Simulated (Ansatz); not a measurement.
# CH2F2 (singlet): from Hartree-Fock to the top rungs, cc-pVDZ

Aim: climb from Hartree-Fock through coupled cluster for CH2F2 (singlet) at one geometry and basis, and see what each rung misses.

Method: cc-pVDZ, core rule «outside noble gas», up to 3 orbitals frozen; program: Ansatz 0.2.0, Gaussian basis.

Plan: UHF; CCSD(T) on RHF; CCSDT(Q) on RHF; CCSDTQ on RHF.

2 further runs of the same task are left out: 2 set aside as unsound or not needed.

### 1 What is computed

The geometry is an MP2(full)/6-31G* stationary point (not a proven minimum).

5 atoms, charge 0, spin multiplicity 1.

Atoms are counted from 1 here; the program's logs count them from 0.

Bond lengths: C1–F2 1.364 Å, C1–F3 1.364 Å, C1–H4 1.091 Å, C1–H5 1.091 Å. Angles: F2–C1–F3 108.9°, F2–C1–H4 108.8°, F2–C1–H5 108.8°, F3–C1–H4 108.8°, F3–C1–H5 108.8°, H4–C1–H5 112.8°.

Geometry (Å):

```
atom    x (Å)    y (Å)    z (Å)
  C1   0.0000   0.0000   0.5562
  F2   0.0000   1.1097  -0.2373
  F3   0.0000  -1.1097  -0.2373
  H4  -0.9084   0.0000   1.1600
  H5   0.9084   0.0000   1.1600
```

### 2 UHF

Contents of in.yaml:

```yaml
crystal:
  periodic: [false, false, false]
  atoms:
    - {symbol: C, position_ang: [0.000000, 0.000000, 0.556162]}
    - {symbol: F, position_ang: [0.000000, 1.109716, -0.237342]}
    - {symbol: F, position_ang: [0.000000, -1.109716, -0.237342]}
    - {symbol: H, position_ang: [-0.908369, 0.000000, 1.159958]}
    - {symbol: H, position_ang: [0.908369, 0.000000, 1.159958]}
basis:
  gaussian: {orbitals: cc-pVDZ}
magnetization: {spin_polarized: true, initial_magnetization: 0}
hamiltonian: {xc: hf}
output: {orbitals: {seedname: orbitals}}
```

Command:

```sh
$ ansatz run in.yaml --threads 1 --pin off --events-out ev --progress --plain --max-ram 3328MiB --backend cpu
```

The runs that follow: CCSD(T) on RHF; CCSDT(Q) on RHF; CCSDTQ on RHF.

**Question.** What will the summary of the whole plan be? Wanted: RCCSDTQ below the RHF energy; RMP2 from RCCSDTQ; RCCSD from RCCSDTQ; RCCSD(T) from RCCSDTQ; RCCSDT(Q) from RCCSDTQ; T1 diagnostic.

**Answer**, as computed:

```
                         quantity                        value
     RCCSDTQ below the RHF energy                  -14.7184 eV
                RMP2 from RCCSDTQ              +18.42 kcal/mol
               RCCSD from RCCSDTQ               +7.07 kcal/mol
            RCCSD(T) from RCCSDTQ               +0.92 kcal/mol
           RCCSDT(Q) from RCCSDTQ               -0.04 kcal/mol
levels within 1 kcal/mol (43 meV)  RCCSD(T), RCCSDT, RCCSDT(Q)
                    T1 diagnostic                        0.011
```

**Reading.** RCCSD(T) misses by +0.92 kcal/mol, 0.3 % of the correlation energy. These misses are within one basis, not against nature.
